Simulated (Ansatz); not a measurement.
**SiH₃O (doublet): from Hartree-Fock to the top rungs, cc-pVDZ**

An exercise on one series of results from a longer session: the logs are not shown, and one member is left open.

Method: cc-pVDZ, core rule «outside noble gas», up to 6 orbitals frozen; program: Ansatz 0.2.0, Gaussian basis.

Plan: UHF; CCSD(T) on ROHF; CCSD(T) on UHF; BCCD(T) on ROHF; CISD; CCSDT(Q) on ROHF; CCSDT(Q) on UHF.

26 further runs of the same task are left out: 1 for a known fault of the program, 8 that didn't finish, 17 set aside as unsound or not needed.

## What is computed

The geometry is a PBE0/def2-TZVP stationary point (not a proven minimum).

5 atoms, charge 0, spin multiplicity 2.

Atoms are counted from 1 here; the program's logs count them from 0.

Bond lengths: Si1–O2 1.652 Å, Si1–H3 1.497 Å, Si1–H4 1.487 Å, O2–H5 0.958 Å. Angles: O2–Si1–H3 111.3°, O2–Si1–H4 105.6°, H3–Si1–H4 110.5°, Si1–O2–H5 117.3°.

The first run:

Input file in.yaml:

```yaml
crystal:
  periodic: [false, false, false]
  atoms:
    - {symbol: Si, position_ang: [-0.086624, -0.032276, 0.579137]}
    - {symbol: O, position_ang: [0.088491, 0.099651, -1.058633]}
    - {symbol: H, position_ang: [0.642493, -1.228094, 1.108382]}
    - {symbol: H, position_ang: [0.485976, 1.218586, 1.144898]}
    - {symbol: H, position_ang: [-0.119403, -0.672933, -1.586426]}
basis:
  gaussian: {orbitals: cc-pVDZ}
magnetization: {spin_polarized: true, initial_magnetization: 1}
hamiltonian: {xc: hf}
output: {orbitals: {seedname: orbitals}}
```

The run is started by

```bash
> ansatz run in.yaml --threads 1 --pin off --events-out ev --progress --plain --max-ram 2393MiB
```

Among the steps run: UHF; CCSD(T) on ROHF; CCSD(T) on UHF; BCCD(T) on ROHF; CISD; CCSDT(Q) on ROHF; CCSDT(Q) on UHF.

One table of the session follows, with a row left open; its other results are not shown here.

It belongs to the step «Misses and costs». 

| method | from UCCSDT(Q) (kJ/mol) |
| --- | --- |
| ROHF | +808.8 |
| UHF | ? |
| RMP2 | +82.8 |
| UMP2 | +82.4 |
| CISD | +79.4 |
| RCCSD | +19.8 |
| UCCSD | +19.8 |
| RCCSD(T) | +3.5 |
| UCCSD(T) | +3.5 |
| BCCD(T) | +3.4 |
| RCCSDT | +1.8 |
| UCCSDT | +1.8 |
| RCCSDT(Q) | +0.2 |
| UCCSDT(Q) | 0 |

**Question.** Estimate the row for UHF.

The run gave: from UCCSDT(Q) (kJ/mol): +805.2. In the column «from UCCSDT(Q) (kJ/mol)» it lies between RMP2 (+82.8) and ROHF (+808.8).

With the free atoms at the same levels and basis (separate runs), the atomisation energy is 13.984 eV at UCCSDT(Q), 13.967 eV at RCCSD(T), 13.964 eV at UCCSD(T), 10.819 eV at ROHF.

Caveats from the session: Restricted and unrestricted rows rest on different reference determinants; where their highest levels disagree by more than a few hundredths of an eV, they describe different states and don't form one ladder.
